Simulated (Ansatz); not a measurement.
## CuW2: from a trial structure to a relaxed crystal

Level of theory: Ansatz, DFT PBE, scalar-relativistic, plane waves, PAW. Cutoff 420 eV, Γ-centred k mesh, Gaussian smearing, no spin polarisation in the final step.

The start puts CuW2 on the sites of a reported NiO2 cell (C2/m, No. 12), with Cu in place of Ni, W in place of O, at a guessed volume.

```
Cu W
1.0
     2.96821   -1.71326    0.00000
     2.96821    1.71326    0.00000
    -1.95711    0.00000    5.51013
Cu W
1 2
Direct
  0.00000 0.00000 0.00000
  0.73800 0.73800 0.23100
  0.26200 0.26200 0.76900
```

Steps on the 6×6×4 mesh (3 atoms). 11 of 12 steps are shown, and the free energy counts from the last. Trial steps that were taken back and renewals of the plane-wave basis can be among the rows.

```
step  ΔF (meV/atom) V (Å³/atom) P (GPa) largest force component (eV/Å)
   1         1416.6        18.68    -3.95                           2.913
   2          983.3        17.24    -6.55                           2.979
   3          507.6        15.88     2.02                           3.707
   4          355.8        15.00    24.94                           1.427
   5          202.0        16.40    -0.96                           0.853
   6          107.8        16.53    -2.52                           0.220
   7           38.7        16.26     0.19                           0.277
   8            4.2        16.26    -1.43                           0.116
   9            5.5        15.96     0.21                           0.270
  10           -0.1        16.08    -0.06                           0.042
  12            0.0        16.07     0.16                           0.032
```

A final relaxation ran on a 18×18×8 mesh. The relaxed crystal, C2/m (No. 12):

```cif
data_structure
_symmetry_space_group_name_H-M 'C2/m'
_symmetry_Int_Tables_number 12
_cell_length_a 5.2299
_cell_length_b 3.0115
_cell_length_c 6.3549
_cell_angle_alpha 90.000
_cell_angle_beta 106.688
_cell_angle_gamma 90.000
_cell_volume 95.87
loop_
_atom_site_label
_atom_site_type_symbol
_atom_site_symmetry_multiplicity
_atom_site_Wyckoff_symbol
_atom_site_fract_x
_atom_site_fract_y
_atom_site_fract_z
_atom_site_occupancy
Cu1 Cu 2 a 0.00000 0.00000 0.00000 1
W1 W 4 i 0.78573 0.00000 0.34513 1
```

| Property | Result |
| --- | --- |
| Volume per atom | 15.98 Å³ |
| Density | 14.94 g/cm³ |
| Energy over the elements | 0.64 eV/atom |
| Gap on the 18×18×8 mesh | 0 eV (a metal) |

Formation energies are uncorrected and refer to the elements' standard structures at the same level.

The final run used a 18×18×8 mesh on its 3-atom cell and 0.10 eV smearing. For metals, differences of a few meV/atom aren't resolved. Spin–orbit coupling is left out.

Symmetry constrained the relaxation, so the result can be a saddle point.